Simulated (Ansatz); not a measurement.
Geometry optimisation, Ansatz 0.2.0, UHF/def2-SVP.

Input file:

```yaml
crystal:
  periodic: [false, false, false]
  atoms:
    - { symbol: B, position_ang: [-1.06073, 1.08359, -1.53374] }
    - { symbol: Si, position_ang: [0.03932, 0.78812, -0.02095] }
    - { symbol: Si, position_ang: [0.6962, -1.15953, 1.02382] }
    - { symbol: H, position_ang: [-1.46374, 0.1725, -2.16025] }
    - { symbol: H, position_ang: [-1.3751, 2.16245, -1.87919] }
    - { symbol: H, position_ang: [-0.2934, 1.42698, -0.71999] }
    - { symbol: H, position_ang: [1.81666, -1.83262, 0.3508] }
    - { symbol: H, position_ang: [-0.40508, -2.13212, 1.04844] }
    - { symbol: H, position_ang: [1.11178, -0.98996, 2.42299] }
magnetization:
  spin_polarized: true
  initial_magnetization: 1
basis:
  gaussian: { orbitals: def2-SVP }
hamiltonian:
  xc: hf
relax:
  f_tol: 0.02
  max_steps: 50
```

Command:

```bash
$ ansatz run input.yaml --threads 2 --pin off --max-ram 3072MiB --backend cpu --events-out ev --progress --plain --runs-dir out
```

**Question.** Where does it end, and by what steps?

**Answer.** The run converged. The force dipped under the threshold on the way, but the program's further checks kept it going. After 22 steps the energy has fallen by 7.804 eV; H6 moved furthest, 1.17 Å. The start is strongly strained (largest force component 21 eV/Å).

| step | energy less start (eV) | largest force component (eV/Å) | accepted |
| --- | --- | --- | --- |
| 0 | 0.0000 | 21.415 | yes |
| 1 | -4.4677 | 8.248 | yes |
| 2 | -6.2976 | 2.590 | yes |
| 3 | -7.0912 | 1.782 | yes |
| 4 | -7.5048 | 1.057 | yes |
| 5 | -7.7117 | 0.445 | yes |
| 6 | -7.7694 | 0.303 | yes |
| 7 | -7.7766 | 0.111 | yes |
| 8 | -7.7778 | 0.296 | yes |
| 9 | -7.7825 | 0.085 | yes |
| 10 | -7.7920 | 0.065 | yes |
| 11 | -7.7878 | 0.355 | no |
| 12 | -7.7963 | 0.060 | yes |
| 13 | -7.7983 | 0.122 | yes |
| 14 | -7.8002 | 0.093 | yes |
| 15 | -7.8011 | 0.056 | yes |
| 16 | -7.7936 | 0.206 | no |
| 17 | -7.8024 | 0.021 | yes |
| 18 | -7.8024 | 0.099 | no |
| 19 | -7.8031 | 0.019 | yes |
| 20 | -7.8039 | 0.023 | yes |
| 21 | -7.8041 | 0.029 | yes |
| 22 | -7.8042 | 0.010 | yes |

```xyz
9
Properties=species:S:1:pos:R:3
B -1.207 1.200 -1.293
Si 0.092 0.971 0.110
Si 0.726 -1.143 1.001
H -1.965 0.292 -1.496
H -1.281 2.242 -1.876
H 0.124 0.680 -1.520
H 2.151 -1.415 0.699
H -0.120 -2.221 0.438
H 0.547 -1.085 2.471
```

Whether the end is a true minimum wasn't checked by a vibrational analysis.

Run time: 16 s on 2 threads of AMD EPYC 9R14 (Zen 4) (shared host), peak memory 0.19 GiB.
